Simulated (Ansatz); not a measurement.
**SiNH5 (singlet): the correlation ladder at distance N1–H4 along a hydrogen transfer = 1.067 Å, cc-pVDZ**

One table from this session's results is given with a row withheld; the runs are named, their logs left out.

Method: cc-pVDZ, core rule «outside noble gas», up to 6 orbitals frozen; program: Ansatz 0.2.0, Gaussian basis.

To be run: UHF; CCSD(T) on RHF; CCSD(T) on UHF; BCCD(T) on RHF; CISD; CCSDT(Q) on RHF; CASSCF and NEVPT2, 2 electrons in 2 orbitals; CASSCF and NEVPT2, 8 electrons in 8 orbitals.

3 further runs of the same task are left out: 2 that didn't finish, 1 set aside as unsound or not needed.

**The geometry**

The geometry derives from fragments relaxed apart (PBE0/def2-TZVP) and kept rigid, so it is no stationary point. A hydrogen atom is moved between rigid fragments.

7 atoms, charge 0, spin multiplicity 1.

Atoms are counted from 1 here; the program's logs count them from 0.

Bond lengths: N1–H2 1.012 Å, N1–H3 1.012 Å, N1–H4 1.067 Å, Si5–H6 1.526 Å, Si5–H7 1.526 Å. Angles: H2–N1–H3 107.1°, H2–N1–H4 107.1°, H3–N1–H4 107.1°, H6–Si5–H7 91.2°.

Set-up of the first run:

Contents of in.yaml:

```yaml
crystal:
  periodic: [false, false, false]
  atoms:
    - {symbol: N, position_ang: [-1.845618, 0.025300, -0.018825]}
    - {symbol: H, position_ang: [-2.142898, 0.993134, -0.018825]}
    - {symbol: H, position_ang: [-2.142897, -0.376999, 0.861435]}
    - {symbol: H, position_ang: [-0.778618, 0.025300, -0.018825]}
    - {symbol: Si, position_ang: [0.987382, 0.025300, -0.018825]}
    - {symbol: H, position_ang: [1.599562, -0.848984, 1.071187]}
    - {symbol: H, position_ang: [1.599562, -0.848984, -1.108837]}
basis:
  gaussian: {orbitals: cc-pVDZ}
magnetization: {spin_polarized: true, initial_magnetization: 0}
hamiltonian: {xc: hf}
output: {orbitals: {seedname: orbitals}}
```

Started as:

```bash
ansatz run in.yaml --threads 1 --pin off --events-out ev --progress --plain --max-ram 2393MiB
```

Among the steps run: UHF; CCSD(T) on RHF; CCSD(T) on UHF; BCCD(T) on RHF; CISD; CCSDT(Q) on RHF; CASSCF and NEVPT2, 2 electrons in 2 orbitals; CASSCF and NEVPT2, 8 electrons in 8 orbitals.

One table of the session follows, with a row left open; its other results are not shown here.

| method | from RCCSDT(Q) (meV) |
| --- | --- |
| RHF | +9244.0 |
| UHF | +9153.6 |
| RMP2 | +1393.5 |
| UMP2 | +1561.2 |
| CISD | +1166.6 |
| RCCSD | ? |
| UCCSD | +294.4 |
| RCCSD(T) | +46.1 |
| UCCSD(T) | +62.2 |
| BCCD(T) | +45.1 |
| RCCSDT | +17.5 |
| RCCSDT(Q) | 0 |

Q: Estimate the row for RCCSD from the others.

As computed: from RCCSDT(Q) (meV): +272.5. In the column «from RCCSDT(Q) (meV)» it lies between UCCSD(T) (+62.2) and UCCSD (+294.4).

Left out of the table: CASSCF pair, NEVPT2 pair, CASSCF frontier, NEVPT2 frontier (the active space lost an orbital or holds another state than full CI finds).

Limits of these values: Warnings: restricted reference is unstable; spin contamination. Restricted and unrestricted rows rest on different reference determinants; where their highest levels disagree by more than a few hundredths of an eV, they describe different states and don't form one ladder. Warnings in the runs' records: passed over end.
